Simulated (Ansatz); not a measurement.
```yaml
crystal:
  periodic: [false, false, false]
  atoms:
    - {symbol: D, position_ang: [0.818818, -0.448313, 1.098803]}
    - {symbol: C, position_ang: [-0.194030, 0.126605, 0.432589]}
    - {symbol: C, position_ang: [0.182710, 1.120767, -0.544966]}
    - {symbol: S, position_ang: [1.020701, 0.676689, -1.856174]}
    - {symbol: N, position_ang: [-1.398018, -0.214019, 0.645527]}
    - {symbol: H, position_ang: [0.410864, -1.032819, 1.754319]}
    - {symbol: H, position_ang: [1.300806, -0.665453, -1.725986]}
    - {symbol: H, position_ang: [-2.049652, 0.379443, 0.140186]}
basis:
  gaussian: {orbitals: def2-SVP}
hamiltonian: {xc: {name: revPBE}}
```

```sh
$ ansatz run in.yaml --threads 2 --pin off --events-out ev --progress --plain --max-ram 4352MiB
```

It prints (some lines left out):

```
Error: YAML parse error: error: line 4 column 16: `D` is not an element symbol (H … Og, case-exact)
 --> <input>:4:16
2 |   periodic: [false, false, false]
3 |   atoms:
4 |     - {symbol: D, position_ang: [0.818818, -0.448313, 1.098803]}
5 |     - {symbol: C, position_ang: [-0.194030, 0.126605, 0.432589]}
6 |     - {symbol: C, position_ang: [0.182710, 1.120767, -0.544966]}
```

Problem. What is wrong with this run?

Solution. An element symbol is wrong. The input was rejected before any iteration.
